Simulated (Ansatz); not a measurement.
A series at Si: from trichlorosilane, ligands are replaced one by one, each step taking up H₂ and setting free HCl; n counts the steps. Ansatz, PBE0-D4/def2-TZVP geometries.

```csv
n,molecule,"HOMO energy, ωB97M-V/def2-TZVPP (eV)"
0,`Cl[SiH](Cl)Cl`,-11.62
1,`Cl[SiH2]Cl`,?
2,`[SiH3]Cl`,-11.27
3,SiH₄,-12.14
```

Question: By hand: fit a straight line y = ȳ + b (n − n̄) to the 3 given rows and predict n = 1.

Answer: n̄ = 1.667, ȳ = -11.677; Σ(n − n̄)(y − ȳ) = -0.577, Σ(n − n̄)² = 4.667, so b = -0.124 eV a step. Prediction: -11.677 + (-0.124) × (-0.667) = -11.59 eV.

Question: By hand: compare with the computed value, -11.32 eV, and give the steps along the whole series.

Answer: The line misses by 0.27 eV (computed minus predicted). Steps: 0.30, 0.05, -0.87 eV.

The steps change sign along the series, so a line is a poor guide. The highest orbital can change its character along such a series. The miss is 31.0 % of the series' range.
